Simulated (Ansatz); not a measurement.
`C#CC(=O)S`. Total charge 0; spin multiplicity 1.

```csv
atom,x (Å),y (Å),z (Å)
C1,-0.048,0.613,1.915
C2,0.139,0.309,0.769
C3,0.348,-0.062,-0.611
O4,1.364,0.147,-1.215
S5,-1.083,-0.861,-1.292
H6,-0.202,0.887,2.933
H7,-0.518,-1.033,-2.499
```

What are the harmonic wavenumbers in cm⁻¹ at PBE0-D4/def2-TZVP (Ansatz, finite differences of forces, unscaled)? (An estimate is asked.)

The calculation gave: 152, 236, 385, 391, 499, 678, 678, 702, 741, 882, 1079, 1776, 2227, 2705, 3474.

Is this a minimum?

Yes, all 15 modes are real.

Give the ideal-gas thermochemistry at 298.15 K and 1 bar (rigid rotor, harmonic oscillator; point group Cs, symmetry number 1).

Zero-point energy 99.3 kJ/mol; H(298) − E = 115.9 kJ/mol; entropy 310.4 J/(mol·K), of which translation 164.4, rotation 110.0, vibration 36.0; G(298) − E = 23.4 kJ/mol.

And at 400, 500, 600, 800 and 1000 K?


```json
{"T (K)": "400", "H − E (kJ/mol)": "125.2", "S (J/mol/K)": "337.0", "G − E (kJ/mol)": "-9.6"}
{"T (K)": "500", "H − E (kJ/mol)": "135.4", "S (J/mol/K)": "359.8", "G − E (kJ/mol)": "-44.5"}
{"T (K)": "600", "H − E (kJ/mol)": "146.4", "S (J/mol/K)": "379.9", "G − E (kJ/mol)": "-81.5"}
{"T (K)": "800", "H − E (kJ/mol)": "170.3", "S (J/mol/K)": "414.1", "G − E (kJ/mol)": "-161.0"}
{"T (K)": "1000", "H − E (kJ/mol)": "195.8", "S (J/mol/K)": "442.6", "G − E (kJ/mol)": "-246.7"}
```
